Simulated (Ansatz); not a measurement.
A nudged elastic band was laid between two geometries of AlH₆OP (9 atoms, charge 0, multiplicity 1).

Method: RKS PBE-D4/def2-SVP (Ansatz).

| Item | Value |
| --- | --- |
| movable images | 3 |
| climbing image | no |
| spring | 5.0 eV/Å² |
| optimiser | quadratic models (default) |
| start path | through a guess of the saddle point |
| force threshold | 0.03 eV/Å |
| iteration limit | 60 |
| end points | relaxed |

Initial state:

```xyz
9
Properties=species:S:1:pos:R:3
Al 0.183 1.081 -0.740
O 1.265 0.155 -1.745
H -1.329 1.337 -1.234
H 0.928 2.049 0.298
H 0.177 -2.017 0.990
P -0.410 -0.719 1.118
H 0.942 -0.261 -2.559
H -0.010 -0.474 2.471
H -1.746 -1.151 1.402
```

Final state:

```xyz
9
Properties=species:S:1:pos:R:3
Al -0.096 1.080 -0.181
O 0.968 -0.483 -0.992
H -1.093 1.322 -1.425
H 1.032 2.155 0.190
H 0.816 -1.238 -0.382
P -1.036 -0.109 1.664
H 0.600 -0.764 -1.854
H 0.218 -0.689 2.090
H -1.410 -1.272 0.889
```

Question: What changes between the two ends?

Answer: Bonds broken: H5–P6. Bonds formed: O2–H5.

Question: What energy profile does the band end with?

Answer: The forces met the threshold. The highest image is number 3 of 0 to 4, 0.45 eV above the first end and 0.12 eV above the last; the last end lies 0.33 eV above the first. A structure lower than the first end lies on the path between it and the top, so the climb from that side starts below the end, which may itself be a saddle point or a shallow side well. No image climbed, so the highest image needn't sit at the top of the path. A band with more images between the same ends climbed to 0.75 eV, so this one has probably stepped over the top. So few images can step over the top or miss a turn of the path. The orbitals stay closed-shell, which can raise the energy where a bond breaks towards radicals; this wasn't checked here.

| image | path coordinate (Å) | energy (eV) | H5–P6 (Å) | O2–H5 (Å) |
| --- | --- | --- | --- | --- |
| 0 | 0.00 | 0.00 | 1.43 | 3.66 |
| 1 | 1.34 | -0.02 | 1.43 | 3.42 |
| 2 | 2.69 | 0.39 | 1.45 | 2.11 |
| 3 | 4.03 | 0.45 | 2.68 | 0.99 |
| 4 | 5.37 | 0.33 | 2.98 | 0.98 |

Question: What is the geometry of the highest image?

Answer: 
```xyz
9
Properties=species:S:1:pos:R:3:forces:R:3
Al -0.120 1.088 -0.226 -0.10 -0.03 0.13
O 1.072 -0.406 -0.889 -0.09 -0.12 0.06
H -1.319 1.139 -1.299 0.03 0.02 -0.03
H 0.851 2.349 -0.043 0.02 -0.06 0.01
H 0.602 -1.131 -0.398 0.24 0.02 -0.17
P -0.663 -0.178 1.768 -0.10 0.11 0.17
H 1.160 -0.656 -1.831 -0.09 -0.03 0.03
H 0.228 -1.315 1.652 0.01 0.09 -0.10
H -1.812 -0.889 1.265 0.08 -0.01 -0.10
```

The band took 31 iterations and roughly 3 core-minutes.

Run time: 96 s on 2 threads of AMD EPYC 7R13 Processor (Zen 3), on a shared host, peak memory 0.16 GiB.
